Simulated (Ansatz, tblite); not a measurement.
Ladder of methods for the bulk modulus B0 of zinc-blende ZnS

Reference value: 77.1 GPa (measured, temperature not stated, not corrected to a static lattice, sources range from 74.5 to 77.1; as tabulated in Toher et al. (2017), arXiv:1611.05714).

**Question.** Put these levels in order of the bulk modulus B0 that they give for zinc-blende ZnS, smallest first: GFN1-xTB (tblite), LDA (Ansatz, a program for electronic structure), PBE (Ansatz).

**Answer.** GFN1-xTB (51.2 GPa), PBE (69.5 GPa), LDA (86.5 GPa)

Unless a cell is named, each level is at its own relaxed cell (GFN1-xTB 22.43, LDA 18.57, PBE 20.16 Å³/atom).

Differences against the reference: GFN1-xTB -34 %, LDA +12.2 %, PBE -9.9 %.

The reference has no zero-point or thermal correction, while the calculations are for a static lattice, so the differences are not the levels' errors alone. A static lattice is as a rule stiffer than a warm one, by over a tenth in soft solids.  GFN1-xTB: the method was fitted mainly to molecules. GFN1-xTB: the run uses a supercell at the zone centre in place of a k mesh. Each level is taken at its own relaxed cell. Ansatz's density-functional and Hartree–Fock values are scalar-relativistic unless marked +SOC, with PAW data made under PBE.

Differences are worked out from the printed values.
